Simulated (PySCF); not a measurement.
SiH2, SMILES [SiH2] (connectivity only; charge and spin as stated), neutral, multiplicity 1.

Coordinates come from a r2SCAN-D4/def2-TZVPD optimisation. The isomer is the one that the SMILES or the coordinates give; other isomers of the formula were not compared.

Computed with TDDFT-LC-ωPBE/def2-TZVPD (PySCF).

Vertical excitations. Gas-phase values at a fixed geometry. State labels are in the subgroup C2v.

| state | symmetry | energy (eV) | λ (nm) | f | main pairs |
|---|---|---|---|---|---|
| S1 | B1 | 2.29 | 540 | 0.014 | HOMO→LUMO 100 % |
| S2 | A2 | 4.51 | 275 | 0.000 | HOMO−1→LUMO 98 % |
| S3 | A1 | 6.67 | 186 | 0.217 | HOMO→LUMO+1 94 % |
| S4 | B2 | 6.91 | 179 | 0.249 | HOMO→LUMO+2 94 % |
| S5 | A1 | 7.71 | 161 | 0.000 | HOMO→LUMO+3 85 % |
| S6 | A2 | 8.27 | 150 | 0.000 | HOMO→LUMO+5 96 % |
| S7 | A1 | 8.46 | 147 | 0.170 | HOMO→LUMO+4 80 % |
| S8 | B1 | 8.53 | 145 | 0.192 | HOMO→LUMO+6 95 % |
| S9 | B2 | 8.97 | 138 | 0.249 | HOMO−1→LUMO+1 62 %, HOMO→LUMO+7 31 % |
| S10 | B2 | 9.38 | 132 | 0.045 | HOMO→LUMO+7 62 %, HOMO−1→LUMO+1 31 % |
| T1 | B1 | 0.91 | 1355 | 0 | HOMO→LUMO 97 % |
| T2 | A2 | 3.82 | 324 | 0 | HOMO−1→LUMO 97 % |
| T3 | B2 | 4.94 | 251 | 0 | HOMO→LUMO+2 90 % |
| T4 | A1 | 6.18 | 201 | 0 | HOMO→LUMO+1 75 %, HOMO→LUMO+3 13 % |
Triplets are in the Tamm–Dancoff approximation, which puts them higher than full response would, so one can lie above its singlet here.
